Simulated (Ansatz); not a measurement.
Ansatz (a program for electronic structure) input (PBE/def2-SVP):

Ansatz 0.2 input:
```yaml
crystal:
  periodic: [false, false, false]
  atoms:
    - {symbol: C, position_ang: [-0.93142677, -0.09091136, 0.00145351]}
    - {symbol: O, position_ang: [-0.72481975, -1.27177619, -0.01909734]}
    - {symbol: O, position_ang: [0.00102861, 0.86771547, 0.01461126]}
    - {symbol: H, position_ang: [-1.92588670, 0.37448781, 0.01247871]}
    - {symbol: C, position_ang: [1.36673924, 0.41140192, 0.00254944]}
    - {symbol: H, position_ang: [1.97490570, 1.31077974, 0.01574845]}
    - {symbol: H, position_ang: [1.56756136, -0.20280897, 0.87923757]}
    - {symbol: H, position_ang: [1.56187403, -0.17291625, -0.89559380]}
basis:
  gaussian:
    orbitals: def2-SVP
hamiltonian:
  xc: {name: PBE}
output: {forces: true}
```

Output:

```
WARN ansatz: RAYON_NUM_THREADS=1 ignored (pool sized by the plan → 1); use --threads N
Functional definition: PBE
integrals: 0.02 GiB planned
834 factors; their error is unknown
mean field: 0.16 GiB planned
mean field evaluation 1: about -6215.5004 eV, gradient 5.4e1 eV
mean field evaluation 2: about -6201.3226 eV, gradient 1.0e2 eV
mean field evaluation 4: about -6221.3336 eV, gradient 8.7e0 eV
mean field evaluation 8: about -6221.4698 eV, gradient 2.7e-1 eV
mean field evaluation 16: about -6221.4356 eV, gradient 5.5e-5 eV
mean field -6221.43555672 eV, -228.6335396689 hartree, gradient 5.5e-5 eV, S^2 0.000000; 0 other end points of the search recorded, 0 dependent functions left out
the calculation of the forces begins
reference -6221.43558230 eV, -228.6335406090 hartree; 16, 16 occupied and 60, 60 virtual orbitals, 834 factors
Total energy: -6221.43558230 eV, -228.6335406090 hartree
Atom 0 at    -0.931427    -0.090911     0.001454 Å, force     0.143105     0.348765     0.005416 eV/Å
Atom 1 at    -0.724820    -1.271776    -0.019097 Å, force     0.222467    -1.132223    -0.019782 eV/Å
Atom 2 at     0.001029     0.867715     0.014611 Å, force     0.270037     0.421289     0.006230 eV/Å
Atom 3 at    -1.925887     0.374488     0.012479 Å, force    -0.651492     0.389800     0.008653 eV/Å
Atom 4 at     1.366739     0.411402     0.002549 Å, force    -0.699359     0.236332     0.006221 eV/Å
Atom 5 at     1.974906     1.310780     0.015748 Å, force     0.393462     0.503350     0.007217 eV/Å
Atom 6 at     1.567561    -0.202809     0.879238 Å, force     0.162502    -0.392131     0.496186 eV/Å
Atom 7 at     1.561874    -0.172916    -0.895594 Å, force     0.159278    -0.375182    -0.510141 eV/Å
Dipole moment:     0.222770     0.303386     0.004396 e Å
```
